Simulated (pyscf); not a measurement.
**Routes from H₃Si–Cl + HCl**

Candidate steps break at most two bonds and form at most two. Each was searched with GFN2-xTB (tblite) first. PySCF, gas phase, ωB97X-D3(BJ)/def2-SVP geometries. Energies: ωB97M-D3(BJ)/def2-TZVP, eV, from the separated reactants, singlet surface; ΔG‡ with ideal gas, 1 atm, RRHO with modes under 100 cm⁻¹ raised to 100, one conformer, R ln 2 for chiral ones without a mode under 150 cm⁻¹.

```csv
products,type,ΔE‡,ΔE,ΔG‡ 298 K,ΔG‡ 900 K,ν‡ (cm⁻¹)
Cl–SiH₂–Cl + H₂,four-centre exchange,1.42,-0.81,1.81,2.63,870i
H₃Si–Cl + HCl,four-centre exchange,1.54,0.00,1.87,2.67,745i
```

Plain bond fissions and candidates not yet searched are not listed, and one of them may be faster. Each barrier is that of the saddle found; lower ones may exist.
